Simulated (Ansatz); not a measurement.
Results of PBE (PAW; Ansatz, an electronic-structure program) for rock-salt MgS.

Run with plane-wave cutoff 520 eV, 12×12×12 k mesh, scalar-relativistic PAW data made under PBE.

Computed at the level's own relaxed cell.

Hill averages of the elastic tensor: K = 74.0 GPa, G = 51.7 GPa. Volume 17.878 Å³/atom, mean atomic mass 28.185 u.

Question: Work out the density, the sound velocities of a polycrystal and the elastic Debye temperature at this level.

Answer: ρ = 1.66054 × 28.185/17.878 = 2.618 g/cm³. v_l = √[(K + 4G/3)/ρ] = 7.389 km/s and v_t = √(G/ρ) = 4.444 km/s. The mean follows from 3/v_m³ = 1/v_l³ + 2/v_t³: v_m = 4.915 km/s. Θ_D = (ħ/k_B) v_m (6π²/V)^(1/3) = 76.38 K Å s/km × 4.915 × 1.4907 Å⁻¹ = 560 K, counting all atoms of the cell.
